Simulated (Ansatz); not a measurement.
Grey tin (α-Sn) was calculated with PBEsol (Ansatz, an electronic-structure program, plane waves, PAW).

Run with plane-wave cutoff 520 eV, 20×20×20 k mesh, Fermi–Dirac smearing 0.05 eV, perturbation theory, scalar-relativistic PAW data made under PBE.

Cell (relaxed at this level):

```
CELL_PARAMETERS angstrom
      0.00000     3.26929     3.26929
      3.26929     0.00000     3.26929
      3.26929     3.26929     0.00000
ATOMIC_POSITIONS crystal
  Sn 0.50000 0.50000 0.50000
  Sn 0.75000 0.75000 0.75000
```

Problem. Estimate the TO(Γ) frequency that the calculation returns.

Solution. 
TO(Γ) frequency: 183 cm⁻¹

Measured, for comparison: zone-centre TO phonon frequency 200 cm⁻¹ (low temperature, zero-point motion not removed; as tabulated in Tanner et al. (2021), arXiv:2110.11888). Computed (rounded) less measured: zone-centre TO phonon frequency -8 %.

Note: the solid has no gap at this level, which affects its response.

Spin–orbit coupling is not included.

The result took about 30 core-minutes (a rough figure).
